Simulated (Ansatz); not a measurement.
Results of PBEsol in Ansatz (PAW) for 2H WSe2.

Q: Give the computed interlayer binding energy, layer repeat distance and gap between the layers.

A: 
- interlayer binding energy: 4.5 meV/Å²
- layer repeat distance: 6.613 Å
- gap between the layers: 3.265 Å

Note: the cell comes from a level without a dispersion term, which matters for the spacing of layers, chains or molecules; the cell has widely spaced layers and the level no dispersion term, so their spacing and the moduli can rest on weak binding.

Spin–orbit coupling is not included.

Cost on a shared machine: around 4 core-minutes (rough).

Ansatz is a first-principles code.
